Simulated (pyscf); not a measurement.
Four-centre exchange: H₂B–F + CH₄ -> H₃C–BH–F + H₂

Gas phase, singlet surface, charge 0. Bonds broken: B1–H3, C5–H6. Bonds formed: B1–C5, H3–H6. Optimised with ωB97X-D3(BJ)/def2-SVP in PySCF.

Transition state (Å):

```xyz
9

B      0.0823    -0.0377    -0.0692
F      0.6666     1.1916    -0.2539
H      0.9152    -0.8326     0.5765
H     -0.2994    -0.6949    -1.0059
C     -1.2767     0.1162     1.0385
H      0.0387    -0.4920     1.1258
H     -1.9452    -0.7554     1.0489
H     -1.1191     0.4837     2.0660
H     -1.7516     0.9354     0.4800
```

One imaginary mode, 1248i cm⁻¹; descent along it reached the two sides named.

```
bond   change  reactant side (Å)  saddle  product side
-----  ------  -----------------  ------  ------------
B1–H3  breaks              1.209   1.320           3.0
C5–H6  breaks              1.100   1.452           3.4
B1–C5   forms                3.2   1.760         1.566
H3–H6   forms                2.9   1.089         0.760
```

Electronic energies relative to the separated reactants (kJ/mol):

```
level                   barrier  reaction energy  reverse barrier
----------------------  -------  ---------------  ---------------
ωB97X-D3(BJ)/def2-TZVP    147.1             +9.3            137.7
PBE/def2-TZVP             111.7             +6.0            105.7
r²SCAN/def2-TZVP          121.1             +4.5            116.6
B3LYP-D3(BJ)/def2-TZVP    148.5            +11.2            137.3
PBE0-D3(BJ)/def2-TZVP     120.3             +7.1            113.2
M06-2X/def2-TZVP          147.7             +7.8            139.9
ωB97M-D3(BJ)/def2-TZVP    145.3             +9.6            135.7
HF/def2-TZVP              240.7            +29.4            211.3
```

With ωB97M-D3(BJ)/def2-TZVP energies and thermal terms (ideal gas, 1 atm, RRHO with modes under 100 cm⁻¹ raised to 100, one conformer, R ln 2 for chiral ones without a mode under 150 cm⁻¹), in kJ/mol:

```csv
T (K),ΔH‡,ΔG‡,ΔH,ΔG
298,143.9,182.8,-4.1,-2.1
600,144.1,222.5,+1.5,-2.3
900,146.6,261.2,+6.3,-5.2
1200,149.7,298.9,+9.8,-9.6
```

At the saddle there is also a short B–H contact that neither side keeps. One saddle was located; it need not be the lowest between these sides.
